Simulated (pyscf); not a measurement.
`[OH][Ga]([Cl])[Cl]` + `[H]` [doublet] → `[OH][Ga][Cl]` [doublet] + `[ClH]` (atom transfer; doublet surface; Cl–Ga broken, Cl–H formed). Single points on ωB97X-D3(BJ)/def2-SVP structures (PySCF, gas phase). Energies in kcal/mol from the separated reactants.

| level | barrier | reaction energy |
|---|---|---|
| PBE/def2-TZVP | 3.6 | -8.0 |
| r²SCAN/def2-TZVP | 6.3 | -5.8 |
| B3LYP-D3(BJ)/def2-TZVP | 6.4 | -8.9 |
| PBE0-D3(BJ)/def2-TZVP | 9.5 | -4.4 |
| ωB97M-D3(BJ)/def2-TZVP | … | … |
| HF/def2-TZVP | … | +1.6 |

### Question
Some entries are withheld; supply them.

### Answer

- ωB97M-D3(BJ)/def2-TZVP, barrier: 14.2
- ωB97M-D3(BJ)/def2-TZVP, reaction energy: -6.2
- HF/def2-TZVP, barrier: 30.8

The functionals in the table span 10.6 kcal/mol in this barrier, from PBE to ωB97M-D3(BJ). On the product side the descent ends in a complex (not fully relaxed), 6.7 kcal/mol under the separated species and 24.2 kcal/mol under the saddle at ωB97X-D3(BJ)/def2-TZVP. At ωB97X-D3(BJ) the barrier from the zero used here is 16.5 kcal/mol. One saddle was located; it need not be the lowest between these sides. The angle at the transferred Cl is 179°. Elements up to Kr have no core potential and no relativistic terms here.
